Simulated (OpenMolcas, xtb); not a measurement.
# AlH2O2 (SMILES [OH][Al][OH]): the dipole moment, rung by rung

AlH2O2: 5 atoms, total charge 0, spin state doublet. As SMILES, `[OH][Al][OH]`. The shape is that of a PBE0-D4/def2-TZVP optimisation. This is one conformer, not always the lowest.

```xyz
5

O    -1.5735   -0.3246   -0.2375
Al    0.0185   -0.8251    0.0650
O     1.2494    0.3483    0.1600
H    -1.8097    0.5958   -0.3592
H     2.1651    0.1318    0.3304
```

Each level gives the dipole moment (D). The values are calculated.

```json
{"level": "GFN2-xTB", "kind": "semi-empirical", "program": "xtb", "value (D)": "1.66"}
{"level": "GFN0-xTB", "kind": "semi-empirical", "program": "xtb", "value (D)": "2.32"}
{"level": "GFN1-xTB", "kind": "semi-empirical", "program": "xtb", "value (D)": "2.55"}
{"level": "UHF/ANO-RCC-MB (DKH2)", "kind": "Hartree–Fock", "program": "OpenMolcas", "value (D)": "1.79"}
{"level": "UHF/STO-3G", "kind": "Hartree–Fock", "program": "OpenMolcas", "value (D)": "2.18"}
{"level": "UHF/3-21G", "kind": "Hartree–Fock", "program": "OpenMolcas", "value (D)": "1.75"}
{"level": "UHF/def2-SVP", "kind": "Hartree–Fock", "program": "OpenMolcas", "value (D)": "1.45"}
{"level": "ROHF/jul-cc-pV(D+d)Z (RICD fitting)", "kind": "Hartree–Fock", "program": "OpenMolcas", "value (D)": "1.42"}
{"level": "UB3LYP/6-31G* (spherical functions)", "kind": "global hybrid", "program": "OpenMolcas", "value (D)": "1.40"}
{"level": "UB3LYP/6-31G* (Cartesian functions)", "kind": "global hybrid", "program": "OpenMolcas", "value (D)": "1.41"}
```

The values span 1.40 to 2.55 D. Sets without polarisation functions give poor dipoles. Without the sets that lack polarisation functions the rows with a basis span only 1.40 to 1.45 D.
